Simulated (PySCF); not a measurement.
Calculation: B3LYP-D3(BJ)/def2-TZVP // BP86-D3(BJ)/def2-SVP run with PySCF. Gas-phase values, no solvent. B3LYP has the VWN-RPA correlation part, as in Gaussian. 

Reference species (SMILES): `C#N` (neutral, multiplicity 1).

```yaml
HOMO–LUMO gap: 9.83 eV
```

Changed species: `N` (free ligand NH3; the reference has free ligand NCH).

What does the change do to the HOMO–LUMO gap?

the HOMO–LUMO gap falls by 1.78 eV, to 8.05 eV.
